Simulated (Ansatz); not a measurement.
Consider the isomerisation: `NC=C=S` → `SC1=NC1`.

Program: Ansatz. Geometries: PBE0-D4/def2-TZVP. ΔE: electronic, gas phase. CCSD(T)/CBS is the MP2 limit (def2-TZVPP, def2-QZVPP) plus CCSD(T) − MP2 in def2-TZVPP, frozen cores. DFT in def2-TZVPP. Each species was taken in one conformer, which may not be the lowest.

| level | ΔE (eV) |
| --- | --- |
| PBE | 0.49 |
| r2SCAN | 0.51 |

(1) What does CCSD(T)/CBS give? (Best estimate.)

Largest T1 diagnostic among the species: 0.016.

## Answers

(1) Ansatz gave: +0.48 eV. The listed levels differ from it by 0.01, 0.03 eV.

From BLYP to BHLYP (50 % exact exchange), in def2-TZVPP and without D4, ΔE moves by −0.10 eV. Leaving LDA and LC-ωPBE aside and taking each functional with its dispersion term where it has one, the values, not all of them listed here, spread over 0.34 eV, from ωB97X-V to BLYP-D4. LDA lies +0.04 eV from PBE without D4. In def2-TZVPP, CCSD(T) changes the Hartree–Fock value by −0.06 eV (the triples alone add +0.02 eV) and MP2 by −0.13 eV.
